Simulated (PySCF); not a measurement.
Compound: C3H5O (charge -1).
Z-matrix (Å and degrees, PBE0-D3(BJ)/def2-SVP geometry), rows numbered from 1:
```
O 
C   1  1.2847
C   2  1.5525  1  123.77
C   3  1.5173  2   60.74  1  -111.91
H   2  1.1403  1  120.06  3   144.02
H   3  1.1006  2  122.10  4  -106.61
H   3  1.0971  2  114.42  4   108.18
H   4  1.0972  2  114.37  3  -108.09
H   4  1.1008  2  122.38  3   106.58
```

Computed with PySCF at PBE0/pcSseg-1, non-relativistic, on one gas-phase PBE0-D3(BJ)/def2-SVP geometry that isn't relaxed in the solvent. The solvent is an IEF-PCM continuum (Bondi radii, 1.10 Å for H, scaled by 1.2). The model holds no explicit solvent molecules, cavitation or dispersion.

Gas phase at PBE0/pcSseg-1: HOMO 1.04 eV, LUMO 6.39 eV.

Task: What does the continuum do to the energy and the frontier levels at PBE0/pcSseg-1 in benzene and acetonitrile?

Result: 
```csv
solvent,ε,E(solvent) − E(gas) (kcal/mol),polarisation term (kcal/mol),distortion of the solute (kcal/mol),HOMO (eV),LUMO (eV)
benzene,2.271,-36.52,-37.17,0.65,-1.88,4.01
acetonitrile,35.69,-65.78,-68.76,2.98,-4.11,2.37
```

The first energy column is the sum of the next two and covers electrostatics alone. From benzene to acetonitrile the lowering changes by a factor 1.80, Born's factor 1 − 1/ε by 1.74 and ε itself by 15.7.

Task: Which radius a makes Born's formula ΔE = −(q²/2a)(1 − 1/ε) give the value in acetonitrile?

Result: a = q²(1 − 1/ε)/(2|ΔE|) = 2.45 Å, with q = -1 e and |ΔE| = 0.1048 Eh; the farthest nucleus lies 1.99 Å from the centroid of the nuclei. The formula assumes a point charge at the centre of a sphere.

Task: Which Hirshfeld charges (PBE0/pcSseg-1) respond most in acetonitrile (means over atoms taken as equivalent)?

Result: 
| atoms | environment | gas (e) | solvent (e) | change |
| --- | --- | --- | --- | --- |
| O1 | alkoxide oxygen | -0.541 | -0.613 | -0.072 |
| H6/H9 | methylene hydrogen | -0.011 | +0.013 | +0.024 |
| C2 | sp3 carbon bound to oxygen | -0.036 | -0.057 | -0.021 |
| H5 | methine hydrogen | -0.050 | -0.037 | +0.013 |
| H7/H8 | methylene hydrogen | -0.004 | +0.005 | +0.009 |
| C3/C4 | three-membered-ring carbon | -0.171 | -0.165 | +0.006 |

Task: Which Mayer bond orders change most in acetonitrile?

Result: 
```
 bond  length (Å)    gas  solvent  change
O1–C2       1.285  1.597    1.505  -0.092
C4–C2       1.552  0.835    0.871  +0.036
C2–C3       1.553  0.835    0.870  +0.035
C3–C4       1.517  0.966    0.951  -0.015
C2–H5       1.140  0.902    0.915  +0.013
C4–H9       1.101  0.949    0.952  +0.003
C3–H6       1.101  0.950    0.952  +0.002
C3–H7       1.097  0.958    0.959  +0.001
```

Task: How do the nuclear quadrupole coupling constants eQVzz/h respond in acetonitrile?

Result: 
```json
{"nucleus": "17O at O1", "Q (barn)": "-0.0256", "gas (MHz)": "-9.63", "solvent (MHz)": "-9.69", "η gas": "0.03", "η solvent": "0.02"}
```

Cost: about 14 s of CPU time on one thread; the machine was shared, so the figure is rough. This is the whole shielding run at PBE0/pcSseg-1 in acetonitrile, SCF included.
